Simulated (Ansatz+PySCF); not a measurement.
Values are calculated unless marked as measured or tabulated.
This PySCF input gave a total energy of -94.44090 hartree.

```python
from pyscf import gto, dft

mol = gto.M(atom="""
C 0.000000 -0.044160 -0.581810
N 0.000000 -0.070840 0.682100
H 0.000000 0.883930 1.058270
H 0.000000 -0.995320 -1.139370
H 0.000000 0.872210 -1.202780
""", basis='def2-svp', charge=0, spin=0)
mf = dft.UKS(mol, xc='pbe0')
mf.kernel()
print(mf.converged, mf.e_tot, mf.spin_square()[0])
```

(1) Write an input for Ansatz with the same method and basis set.

Answers

(1)

```yaml
crystal:
  periodic: [false, false, false]
  atoms:
    - { symbol: C, position_ang: [0.0, -0.04416, -0.58181] }
    - { symbol: "N", position_ang: [0.0, -0.07084, 0.6821] }
    - { symbol: H, position_ang: [0.0, 0.88393, 1.05827] }
    - { symbol: H, position_ang: [0.0, -0.99532, -1.13937] }
    - { symbol: H, position_ang: [0.0, 0.87221, -1.20278] }
basis:
  gaussian: { orbitals: def2-SVP }
magnetization:
  spin_polarized: true
hamiltonian:
  xc: pbe0
scf:
  omitted_lower_state_checks: [stability, starts, atomic_configurations, cluster_reference, orbital_swaps, given_window_search, neighbouring_geometries, increment]
```

Ansatz (development build ahead of 0.2.0) gave -94.44090 hartree, 0.05 meV from the first.
